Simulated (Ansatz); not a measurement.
# CH₆Si (triplet): the correlation ladder at distance Si1–H5 along a hydrogen transfer = 1.485 Å, cc-pVDZ

Aim: climb from Hartree-Fock through coupled cluster and multireference methods for CH₆Si (triplet) at one geometry and basis, and see what each rung misses.

Program: Ansatz 0.2.0, Gaussian basis. Level of theory: cc-pVDZ, core rule «outside noble gas», up to 6 orbitals frozen. These are calculated values, not measurements.

To be run: UHF; CCSD(T) on ROHF; CCSD(T) on UHF; BCCD(T) on ROHF; CISD; CCSDT(Q) on ROHF; CCSDT(Q) on UHF; CASSCF and MRCISD+Q, 4 electrons in 4 orbitals; CASSCF and NEVPT2, 4 electrons in 4 orbitals; CASSCF and MRCISD+Q, 10 electrons in 10 orbitals; CASSCF and NEVPT2, 10 electrons in 10 orbitals.

### Step 1. What is computed

The geometry derives from fragments relaxed apart (PBE0/def2-TZVP) and kept rigid, so it is no stationary point. A hydrogen atom is moved between rigid fragments.

8 atoms, charge 0, spin multiplicity 3.

Atoms are counted from 1 here; the program's logs count them from 0.

Bond lengths: Si1–H2 1.485 Å, Si1–H3 1.485 Å, Si1–H4 1.485 Å, Si1–H5 1.485 Å, C6–H7 1.079 Å, C6–H8 1.079 Å. Angles: H2–Si1–H3 109.5°, H2–Si1–H4 109.5°, H2–Si1–H5 109.5°, H3–Si1–H4 109.5°, H3–Si1–H5 109.5°, H4–Si1–H5 109.5°, H7–C6–H8 134.8°.

As a file:

```xyz
8

Si   -0.9103    0.0000    0.0000
H    -1.4051    1.3997    0.0000
H    -1.4051   -0.6999    1.2122
H    -1.4051   -0.6999   -1.2122
H     0.5743    0.0000    0.0000
C     2.0247    0.0000    0.0000
H     2.4392    0.0000    0.9962
H     2.4392    0.0000   -0.9962
```

### Step 2. UHF

Contents of in.yaml:

```yaml
crystal:
  periodic: [false, false, false]
  atoms:
    - {symbol: Si, position_ang: [-0.910274, 0.000000, 0.000000]}
    - {symbol: H, position_ang: [-1.405146, 1.399708, 0.000000]}
    - {symbol: H, position_ang: [-1.405145, -0.699854, 1.212183]}
    - {symbol: H, position_ang: [-1.405146, -0.699854, -1.212182]}
    - {symbol: H, position_ang: [0.574341, 0.000000, 0.000000]}
    - {symbol: C, position_ang: [2.024726, 0.000000, -0.000001]}
    - {symbol: H, position_ang: [2.439194, 0.000000, 0.996160]}
    - {symbol: H, position_ang: [2.439194, 0.000000, -0.996162]}
basis:
  gaussian: {orbitals: cc-pVDZ}
magnetization: {spin_polarized: true, initial_magnetization: 2}
hamiltonian: {xc: hf}
output: {orbitals: {seedname: orbitals}}
```

On the command line:

```bash
ansatz run in.yaml --threads 1 --pin off --events-out ev --progress --plain --max-ram 2816MiB --backend cpu
```

After this run come: CCSD(T) on ROHF; CCSD(T) on UHF; BCCD(T) on ROHF; CISD; CCSDT(Q) on ROHF; CCSDT(Q) on UHF; CASSCF and MRCISD+Q, 4 electrons in 4 orbitals; CASSCF and NEVPT2, 4 electrons in 4 orbitals; CASSCF and MRCISD+Q, 10 electrons in 10 orbitals; CASSCF and NEVPT2, 10 electrons in 10 orbitals.

**Question.** What will the summary of the whole plan be? Wanted: UCCSDT(Q) below the RHF energy; RMP2 from UCCSDT(Q); UMP2 from UCCSDT(Q); RCCSD from UCCSDT(Q); RCCSD(T) from UCCSDT(Q); UCCSD(T) from UCCSDT(Q); RCCSDT(Q) from UCCSDT(Q); NEVPT2 frontier from UCCSDT(Q); MRCISD+Q frontier from UCCSDT(Q).

The runs gave:

| quantity | value |
| --- | --- |
| UCCSDT(Q) below the RHF energy | -7.9876 eV |
| RMP2 from UCCSDT(Q) | +1572.8 meV |
| UMP2 from UCCSDT(Q) | +1580.1 meV |
| RCCSD from UCCSDT(Q) | +200.8 meV |
| RCCSD(T) from UCCSDT(Q) | +38.4 meV |
| UCCSD(T) from UCCSDT(Q) | +38.6 meV |
| RCCSDT(Q) from UCCSDT(Q) | +0.9 meV |
| NEVPT2 frontier from UCCSDT(Q) | +1500.1 meV |
| MRCISD+Q frontier from UCCSDT(Q) | +51.4 meV |
| levels within 1 kcal/mol (43 meV) | RCCSD(T), UCCSD(T), BCCD(T), RCCSDT, UCCSDT, RCCSDT(Q) |
| T1 diagnostic | 0.023 |

In words: RCCSD(T) misses by +38.4 meV, 0.5 % of the correlation energy. Of the multireference levels listed MRCISD+Q frontier comes nearest in total energy (+51.4 meV), which doesn't show that its space is the better one. These misses are within one basis, not against nature; the frozen cores of restricted and unrestricted runs differ, which can shift their rows.
